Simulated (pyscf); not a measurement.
## Four-centre exchange: `[Cl][GeH2][Cl]` + `[NH3]` → `[ClH]` + `[NH2][GeH2][Cl]`

Gas phase, singlet surface, charge 0. Bonds broken: Cl1–Ge2, N6–H7. Bonds formed: Cl1–H7, Ge2–N6. Optimised with ωB97X-D3(BJ)/def2-SVP in PySCF.

Transition state (Å):

```xyz
9

Cl    -2.0728    -1.2072    -0.2390
Ge     0.4476     0.4679    -0.4921
Cl     2.1654     1.7509    -0.1501
H     -0.4822     1.2226    -1.4200
H      0.9898    -0.9040    -0.8374
N     -0.3592     0.3825     1.2354
H     -1.2967    -0.3777     0.8300
H      0.2400    -0.0416     1.9460
H     -0.6814     1.2882     1.5814
```

One imaginary mode, 617i cm⁻¹; descent along it reached the two sides named, in the forms told below.

| bond | change | reactant side (Å) | saddle | product side |
|---|---|---|---|---|
| Cl1–Ge2 | breaks | 2.318 | 3.0 | 3.5 |
| N6–H7 | breaks | 1.025 | 1.273 | 1.809 |
| Cl1–H7 | forms | 2.480 | 1.560 | 1.323 |
| Ge2–N6 | forms | 2.042 | 1.909 | 1.848 |

Electronic energies relative to the separated reactants (kcal/mol):

```tsv
level	barrier	reaction energy	reverse barrier
ωB97X-D3(BJ)/def2-TZVP	10.4	+14.9	-4.5
PBE/def2-TZVP	7.8	+14.1	-6.4
r²SCAN/def2-TZVP	7.6	+14.1	-6.5
B3LYP-D3(BJ)/def2-TZVP	9.0	+14.1	-5.1
PBE0-D3(BJ)/def2-TZVP	7.7	+14.2	-6.5
M06-2X/def2-TZVP	8.8	+13.5	-4.7
ωB97M-D3(BJ)/def2-TZVP	10.4	+13.5	-3.1
HF/def2-TZVP	22.3	+14.4	7.9
```

With ωB97M-D3(BJ)/def2-TZVP energies and thermal terms (ideal gas, 1 atm, RRHO with modes under 100 cm⁻¹ raised to 100, one conformer, R ln 2 for chiral ones without a mode under 150 cm⁻¹), in kcal/mol:

```json
[
 {"T (K)": "298", "ΔH‡": "8.4", "ΔG‡": "18.7", "ΔH": "+11.7", "ΔG": "+11.7"},
 {"T (K)": "600", "ΔH‡": "8.8", "ΔG‡": "29.0", "ΔH": "+12.3", "ΔG": "+11.4"},
 {"T (K)": "900", "ΔH‡": "9.6", "ΔG‡": "38.9", "ΔH": "+12.9", "ΔG": "+10.9"},
 {"T (K)": "1200", "ΔH‡": "10.5", "ΔG‡": "48.6", "ΔH": "+13.5", "ΔG": "+10.1"}
]
```

On the reactant side the descent ends in an adduct with a Ge–N contact, 0.9 kcal/mol under the separated species and 11.3 kcal/mol under the saddle at ωB97X-D3(BJ)/def2-TZVP. On the product side the descent ends in a complex, 7.4 kcal/mol under the separated species and 2.9 kcal/mol under the saddle at ωB97X-D3(BJ)/def2-TZVP. At ωB97X-D3(BJ), PBE, r²SCAN, B3LYP-D3(BJ), PBE0-D3(BJ), M06-2X, ωB97M-D3(BJ) the saddle lies under the separated products, which points to a path from their complex (located at ωB97X-D3(BJ) alone), and parting the products costs more than the saddle. What is counted as formed (Ge–N) is already present as a longer contact in the reactant adduct; forming that adduct is a step of its own. One saddle was located; it need not be the lowest between these sides. Elements up to Kr have no core potential and no relativistic terms here.
